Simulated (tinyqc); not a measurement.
Worked calculation: FCI on RHF in the sto-6g basis, frozen core, for LiH, spin multiplicity 1. One step of it, computed by the program tinyqc.

Problem. Iteration 1: building the Fock matrix. J_ij = sum D_kl (ij|kl), K_ij = sum D_kl (ik|jl); F = H + J - 0.5 K; E = tr D H + tr D J / 2 - 0.25 tr D K + E_nn.

D at the start, order 1Li 1s, 1Li 2s, 1Li 2px, 1Li 2py, 1Li 2pz, 2H 1s:
```
[[1.989560, 0.019183, 0.000000, 0.000000, -0.106397, -0.150895],
 [0.019183, 0.116348, 0.000000, 0.000000, 0.191305, 0.302017],
 [0.000000, 0.000000, 0.000000, 0.000000, 0.000000, 0.000000],
 [0.000000, 0.000000, 0.000000, 0.000000, 0.000000, 0.000000],
 [-0.106397, 0.191305, 0.000000, 0.000000, 0.324129, 0.510524],
 [-0.150895, 0.302017, 0.000000, 0.000000, 0.510524, 0.804250]]
```

core Hamiltonian H = T + V (hartree), order 1Li 1s, 1Li 2s, 1Li 2px, 1Li 2py, 1Li 2pz, 2H 1s:
```
[[-4.792468, -1.019668, 0.000000, 0.000000, -0.018112, -0.342304],
 [-1.019668, -1.390271, 0.000000, 0.000000, -0.124826, -0.726637],
 [0.000000, 0.000000, -1.143282, 0.000000, 0.000000, 0.000000],
 [0.000000, 0.000000, 0.000000, -1.143282, 0.000000, 0.000000],
 [-0.018112, -0.124826, 0.000000, 0.000000, -1.243617, -0.864456],
 [-0.342304, -0.726637, 0.000000, 0.000000, -0.864456, -1.493869]]
```

Two-electron integrals (ij|kl) in chemists' order, unique and non-zero (hartree):
```
(11|11) 1.681247   (21|11) 0.242603   (21|21) 0.044507   (22|11) 0.397190
(22|21) 0.090279   (22|22) 0.290625   (31|31) 0.009437   (32|31) 0.014261
(32|32) 0.064236   (33|11) 0.397190   (33|21) 0.090279   (33|22) 0.290625
(33|33) 0.313125   (41|41) 0.009437   (42|41) 0.014261   (42|42) 0.064236
(43|43) 0.016875   (44|11) 0.397190   (44|21) 0.090279   (44|22) 0.290625
(44|33) 0.279374   (44|44) 0.313125   (51|51) 0.009437   (52|51) 0.014261
(52|52) 0.064236   (53|53) 0.016875   (54|54) 0.016875   (55|11) 0.397190
(55|21) 0.090279   (55|22) 0.290625   (55|33) 0.279374   (55|44) 0.279374
(55|55) 0.313125   (61|11) 0.080371   (61|21) 0.014373   (61|22) 0.029183
(61|33) 0.028792   (61|44) 0.028792   (61|51) 0.001898   (61|52) 0.003728
(61|55) 0.029964   (61|61) 0.005122   (62|11) 0.159249   (62|21) 0.036503
(62|22) 0.121001   (62|33) 0.115222   (62|44) 0.115222   (62|51) 0.006353
(62|52) 0.034527   (62|55) 0.132559   (62|61) 0.013991   (62|62) 0.079129
(63|31) 0.003380   (63|32) 0.014604   (63|53) 0.005555   (63|63) 0.006252
(64|41) 0.003380   (64|42) 0.014604   (64|54) 0.005555   (64|64) 0.006252
(65|11) 0.188909   (65|21) 0.043820   (65|22) 0.150437   (65|33) 0.140531
(65|44) 0.140531   (65|51) 0.009937   (65|52) 0.053144   (65|55) 0.170248
(65|61) 0.017675   (65|62) 0.108839   (65|65) 0.152546   (66|11) 0.340466
(66|21) 0.079648   (66|22) 0.285865   (66|33) 0.261460   (66|44) 0.261460
(66|51) 0.016838   (66|52) 0.107209   (66|55) 0.334673   (66|61) 0.032542
(66|62) 0.230335   (66|65) 0.330410   (66|66) 0.774999
```

nuclear repulsion = 1.02620015 hartree

Give: Coulomb J; exchange K; Fock matrix F; total energy of this density.

Solution.

Coulomb J (hartree), order 1Li 1s, 1Li 2s, 1Li 2px, 1Li 2py, 1Li 2pz, 2H 1s:
```
[[4.0678, 0.6507, 0.0000, 0.0000, 0.0304, 0.2257],
 [0.6507, 1.3695, 0.0000, 0.0000, 0.1818, 0.7271],
 [0.0000, 0.0000, 1.3327, 0.0000, 0.0000, 0.0000],
 [0.0000, 0.0000, 0.0000, 1.3327, 0.0000, 0.0000],
 [0.0304, 0.1818, 0.0000, 0.0000, 1.4430, 0.9503],
 [0.2257, 0.7271, 0.0000, 0.0000, 0.9503, 1.9496]]
```

exchange K (hartree), order 1Li 1s, 1Li 2s, 1Li 2px, 1Li 2py, 1Li 2pz, 2H 1s:
```
[[3.3530, 0.5163, 0.0000, 0.0000, -0.0031, 0.1799],
 [0.5163, 0.3076, 0.0000, 0.0000, 0.2874, 0.4831],
 [0.0000, 0.0000, 0.0508, 0.0000, 0.0000, 0.0000],
 [0.0000, 0.0000, 0.0000, 0.0508, 0.0000, 0.0000],
 [-0.0031, 0.2874, 0.0000, 0.0000, 0.4539, 0.6690],
 [0.1799, 0.4831, 0.0000, 0.0000, 0.6690, 1.1972]]
```

Fock matrix F (hartree), order 1Li 1s, 1Li 2s, 1Li 2px, 1Li 2py, 1Li 2pz, 2H 1s:
```
[[-2.4011, -0.6272, 0.0000, 0.0000, 0.0138, -0.2066],
 [-0.6272, -0.1746, 0.0000, 0.0000, -0.0868, -0.2411],
 [0.0000, 0.0000, 0.1641, 0.0000, 0.0000, 0.0000],
 [0.0000, 0.0000, 0.0000, 0.1641, 0.0000, 0.0000],
 [0.0138, -0.0868, 0.0000, 0.0000, -0.0275, -0.2486],
 [-0.2066, -0.2411, 0.0000, 0.0000, -0.2486, -0.1429]]
```

total energy of this density = -7.934376 hartree
